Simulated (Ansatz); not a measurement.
C3H6O2 can be A, `CO/C=C/O`, or B, `COC1CO1`.

Computed with Ansatz on PBE0-D4/def2-TZVP structures; ΔE is electronic, products minus reactants. CCSD(T)/CBS adds triple-zeta CCSD(T) − MP2 to the extrapolated MP2 energy (def2 sets, frozen cores). DFT in def2-TZVPP. B3LYP here is the variant with VWN-RPA as its local correlation; programs differ in this. Each species was taken in one conformer, which may not be the lowest.

Q: Which is lower in electronic energy at CCSD(T)/CBS, and by how much? (Best estimate.)

A: Ansatz gave: A, by 29.2 kJ/mol.

Q: Give E(B) − E(A) in kJ/mol with PBE-D4, r2SCAN-D4, B3LYP, B3LYP-D4, HF/def2-TZVPP, CCSD(T)/def2-TZVPP, MP2/def2-TZVPP. (Best estimate.)

A: Ansatz gave: PBE-D4 24.8, r2SCAN-D4 23.2, B3LYP 34.8, B3LYP-D4 35.5, HF/def2-TZVPP 29.3, CCSD(T)/def2-TZVPP 25.6, MP2/def2-TZVPP 20.1. None reverses the order clearly.

Largest T1 diagnostic: 0.012.

From PBE to PBE0 (25 % exact exchange), in def2-TZVPP and without D4, E(B) − E(A) moves by −4.0 kJ/mol. In def2-TZVPP, CCSD(T) changes the Hartree–Fock value by −3.6 kJ/mol (the triples alone add +0.9 kJ/mol) and MP2 by −9.2 kJ/mol.
